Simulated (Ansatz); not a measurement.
# CHFO (SMILES O=CF): CCSD(T)/STO-3G

Aim: the energy change on altering one bond length of CHFO at CCSD(T)/STO-3G, from 2 runs. 

The results are computed with Ansatz 0.2.0.

73 further runs of the same task are left out: 73 set aside as unsound or not needed.

### 1 The structure to begin with

CHFO has 4 atoms, charge 0, and is taken as a singlet. As SMILES, `O=CF`. The shape is that of a GFN2-xTB optimisation.

Bond lengths: O1–C2 1.171 Å, C2–F3 1.341 Å, C2–H4 1.098 Å. Angles: O1–C2–F3 122.3°, O1–C2–H4 129.0°, F3–C2–H4 108.7°.

### 2 A single-point energy at CCSD(T)/STO-3G

input.yaml

```yaml
crystal:
  periodic: [false, false, false]
  atoms:
    - {symbol: O, position_ang: [-0.889680, 0.196020, 0.829980]}
    - {symbol: C, position_ang: [-0.049740, 0.073340, 0.022930]}
    - {symbol: F, position_ang: [0.584370, -1.090860, -0.181350]}
    - {symbol: H, position_ang: [0.355050, 0.821510, -0.671560]}
basis:
  gaussian: {orbitals: STO-3G}
accuracy: high
correlation: {method: ccsd_t, frozen_orbitals: {C: 1, F: 1, H: 0, O: 1}}
scf: {omitted_lower_state_checks: [cluster_reference, increment]}
```

Started as:

```
$ ansatz run input.yaml --threads 1 --pin off --max-ram 2610MiB --events-out events.jsonl --progress --plain --runs-dir runs
```

What it wrote, cut to the lines that bear on the results:

```text
Warning: RAYON_NUM_THREADS=1 ignored (pool sized by the plan → 1); use --threads N
Functional definition: HF
  name "HF"
[...]
273 factors; integrals over basis functions are off by at most 3.4e-8 eV
[...]
mean field -5709.67407563 eV, -209.8266521235 hartree, gradient 1.5e-8 eV, S^2 0.000000; 0 other end points of the search recorded, 0 dependent functions left out; unrestricted orbitals would lower it
3 core orbitals not correlated: weight in the atoms' cores, before any rotation towards them, 1.000 or more for the frozen orbitals, at most 0.000 for the correlated occupied ones
reference -5709.67407563 eV, -209.8266521235 hartree; 9, 9 occupied and 4, 4 virtual orbitals, 273 factors
second order -3.56680892 eV of doubles, -0.00000000 eV of singles
cycle   1  -3.85028312 eV  change   -2.8e-1 eV  update   7.9e-2
[...]
cycle  19  -4.14735812 eV  change   -1.0e-9 eV  update   1.3e-9
perturbative correction -0.16080213 eV, -0.0059093692 hartree
Total energy: -5713.98223588 eV, -209.9849740925 hartree
Checks for a lower state left out: cluster_reference, increment
```

Run time: 0.16 s. Hardware: 1 thread of Arm Neoverse V1, shared host.

### 3 The distorted shape, same level

in.yaml

```yaml
crystal:
  periodic: [false, false, false]
  atoms:
    - symbol: O
      position_ang: [-0.990883, 0.008968, 1.003612]
    - symbol: C
      position_ang: [-0.150943, -0.113712, 0.196562]
    - symbol: F
      position_ang: [0.483167, -1.277912, -0.007718]
    - symbol: H
      position_ang: [0.355050, 0.821510, -0.671560]
basis:
  gaussian:
    orbitals: STO-3G
scf:
  omitted_lower_state_checks: [cluster_reference, increment]
correlation:
  method: ccsd_t
  frozen_orbitals: {C: 1, F: 1, H: 0, O: 1}
accuracy: high
```

Started as:

```
$ ansatz run in.yaml --threads 1 --pin off --max-ram 2610MiB --events-out events.jsonl --progress --plain --runs-dir runs
```

What it wrote, cut to the lines that bear on the results:

```text
Warning: RAYON_NUM_THREADS=1 ignored (pool sized by the plan → 1); use --threads N
Functional definition: HF
  name "HF"
[...]
273 factors; integrals over basis functions are off by at most 3.4e-8 eV
[...]
mean field -5708.67732511 eV, -209.7900222175 hartree, gradient 1.4e-8 eV, S^2 0.000000; 0 other end points of the search recorded, 0 dependent functions left out; unrestricted orbitals would lower it
3 core orbitals not correlated: weight in the atoms' cores, before any rotation towards them, 1.000 or more for the frozen orbitals, at most 0.000 for the correlated occupied ones
reference -5708.67732511 eV, -209.7900222175 hartree; 9, 9 occupied and 4, 4 virtual orbitals, 273 factors
second order -3.85410981 eV of doubles, -0.00000000 eV of singles
cycle   1  -4.15755940 eV  change   -3.0e-1 eV  update   9.1e-2
[...]
cycle  20  -4.52755077 eV  change   7.7e-10 eV  update   1.6e-9
perturbative correction -0.19618393 eV, -0.0072096265 hartree
Total energy: -5713.40105982 eV, -209.9636162661 hartree
Checks for a lower state left out: cluster_reference, increment
```

It took 0.16 s on 1 thread of Arm Neoverse V1, shared host.

### 4 Outcome

Level: CCSD(T)/STO-3G, 3 core orbitals frozen.

| quantity | value |
| --- | --- |
| first shape: total energy | -209.98497 Eh |
| first shape: correlation energy (3 core orbitals frozen) | -158.3 mEh |
| first shape: (T) correction | -5.91 mEh |
| first shape: T1 diagnostic | 0.013 |
| distorted shape: total energy | -209.96362 Eh |
| distorted shape: correlation energy (3 core orbitals frozen) | -173.6 mEh |
| distorted shape: (T) correction | -7.21 mEh |
| distorted shape: T1 diagnostic | 0.015 |
| energy change with the C2–H4 bond stretched from 1.098 to 1.373 Å | 0.581 eV |

**Reading.** With the C2–H4 bond stretched from 1.098 to 1.373 Å the energy rises by 0.58 eV (13.4 kcal/mol). The first shape isn't relaxed at this level, so the change isn't measured from a minimum. The minimal basis adds a large error of its own. The restricted solution (first shape) is unstable to spin breaking: an unrestricted one lies lower. The triples (first shape) make up 3.7 % of the correlation energy. The restricted solution (distorted shape) is unstable to spin breaking: an unrestricted one lies lower. The triples (distorted shape) make up 4.2 % of the correlation energy.
